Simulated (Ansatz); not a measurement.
System (SMILES): C[S] (CH3-S), doublet.
Atoms: C1, S2, H3, H4, H5. Bonds: C1-S2, C1-H3, C1-H4, C1-H5.

Basis-set convergence of the optimised C1-H3 bond length at HF with Ansatz (a first-principles code). Cartesian d functions, on some or all atoms, in 6-31G*, 6-31+G*, 6-311G**, 6-311+G**; all else is spherical. The program fits the integrals of some runs and decomposes those of others, by size. Open shells are unrestricted. No added dispersion term, no relativity. Reference: the value in pcseg-3, 1.0826 Å, itself unsure by roughly 0.0003 Å (its mean distance from def2-QZVPP, cc-pV(Q+d)Z). Deviations are taken from unrounded values.

| basis | functions | optimised C1-H3 bond length (Å) |
|---|---|---|
| 6-31G* | 40 | 1.0849 |
| 6-31+G* | 48 | 1.0851 |
| def2-SVP | 47 | 1.0915 |
| def2-SVPD | 71 | 1.0912 |
| pcseg-1 | 47 | 1.0859 |
| aug-pcseg-1 | 77 | 1.0876 |
| cc-pV(D+d)Z | 52 | 1.0923 |
| aug-cc-pV(D+d)Z | 82 | 1.0912 |
| 6-311G** | 63 | 1.0852 |
| 6-311+G** | 71 | 1.0853 |
| def2-TZVP | 86 | 1.0842 |
| def2-TZVPD | 110 | 1.0842 |
| pcseg-2 | 106 | 1.0829 |
| aug-pcseg-2 | 165 | 1.0829 |
| cc-pV(T+d)Z | 111 | 1.0835 |
| aug-cc-pV(T+d)Z | 170 | 1.0834 |
| def2-TZVPP | 115 | 1.0834 |
| def2-TZVPPD | 139 | 1.0834 |

What the diffuse functions change, pair by pair:
- 6-31G* to 6-31+G*: 8 more functions, deviation 0.0023 to 0.0025 Å
- def2-SVP to def2-SVPD: 24 more functions, deviation 0.0089 to 0.0086 Å
- pcseg-1 to aug-pcseg-1: 30 more functions, deviation 0.0033 to 0.0050 Å
- cc-pV(D+d)Z to aug-cc-pV(D+d)Z: 30 more functions, deviation 0.0097 to 0.0086 Å
- 6-311G** to 6-311+G**: 8 more functions, deviation 0.0026 to 0.0027 Å
- def2-TZVP to def2-TZVPD: 24 more functions, deviation 0.0016 to 0.0016 Å
- pcseg-2 to aug-pcseg-2: 59 more functions, deviation 0.0003 to 0.0003 Å
- cc-pV(T+d)Z to aug-cc-pV(T+d)Z: 59 more functions, deviation 0.0009 to 0.0008 Å
- def2-TZVPP to def2-TZVPPD: 24 more functions, deviation 0.0008 to 0.0008 Å

They bring the value nearer the reference by more than 0.0003 Å in 1 of 9 pairs.
